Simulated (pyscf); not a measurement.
Optimised with ωB97X-D3(BJ)/def2-SVP in PySCF. MP2 and CC: frozen core, UHF for open shells. ΔMP2 is the change of the MP2 total energy from the triple- to the quadruple-zeta basis.

### Question
How much does it cost (ΔH, 298 K, CCSD(T)/def2-TZVPP + ΔMP2(QZVPP)) to split Cl–Al(Cl)–Cl at its Al–Cl bond into Cl• + [Cl–Al–Cl]•?

### Answer
Al–Cl to Cl• + [Cl–Al–Cl]•: 484.5 kJ/mol. The radicals are drawn with the spin at the cut bond; how far it spreads was not checked. The CCSD(T) − MP2 part came from Ansatz, without density fitting, on the same reference. Left out: the spin-orbit lowering of Cl.
